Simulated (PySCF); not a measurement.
fluoromethane (CH₃F), SMILES CF. Atoms are numbered in the order given.

```xyz
5

C      0.0000     0.0000     0.6360
F      0.0000     0.0000    -0.7533
H      0.8942    -0.5163     0.9879
H      0.0000     1.0325     0.9879
H     -0.8942    -0.5163     0.9879
```
Charge 0, spin multiplicity 1.

Geometry: B3LYP-D3(BJ)/def2-TZVP.

Computed with PBE/def2-TZVPD (PySCF).

Symmetry labels are those of the subgroup Cs that the program uses (full group C3v).

Computed valence orbital energies around the gap with their symmetry:
| orbital | symmetry | energy (eV) |
|---|---|---|
| HOMO−7 | A' | -270.78 |
| HOMO−6 | A' | -29.69 |
| HOMO−5 | A' | -17.30 |
| HOMO−4 | A' | -11.98 |
| HOMO−3 | A" | -11.64 |
| HOMO−2 | A' | -11.64 |
| HOMO−1 | A' | -8.06 |
| HOMO | A" | -8.06 |
| LUMO | A' | -0.09 |
| LUMO+1 | A' | 0.45 |
| LUMO+2 | A' | 1.55 |
| LUMO+3 | A" | 1.55 |
